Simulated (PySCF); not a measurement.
C3H4. Atoms are numbered in the order given.

```xyz
7

C      0.0000     0.0000     1.2993
C      0.0000     0.0000     0.0000
C      0.0000     0.0000    -1.2993
H      0.6566    -0.6566     1.8603
H     -0.6566     0.6566     1.8603
H      0.6566     0.6566    -1.8603
H     -0.6566    -0.6566    -1.8603
```
Charge 0, spin multiplicity 1.

Geometry optimised at PBE0-D3(BJ)/def2-TZVP.

All values below come from PBE/def2-TZVPD (PySCF).

Symmetry labels are those of the subgroup D2 that the program uses (full group D2d).

Task: List the valence orbital energies around the gap with their symmetry. (Estimate from the structure and the level; the computed values follow.)

Result: 
```
orbital  symmetry  energy (eV)
-------  --------  -----------
HOMO−7          A       -19.63
HOMO−6         B1       -17.43
HOMO−5          A       -12.81
HOMO−4         B1       -11.04
HOMO−3         B2       -10.91
HOMO−2         B3       -10.91
HOMO−1         B2        -6.56
HOMO           B3        -6.56
LUMO           B2        -0.75
LUMO+1         B3        -0.75
LUMO+2          A        -0.09
LUMO+3         B1         0.67
```
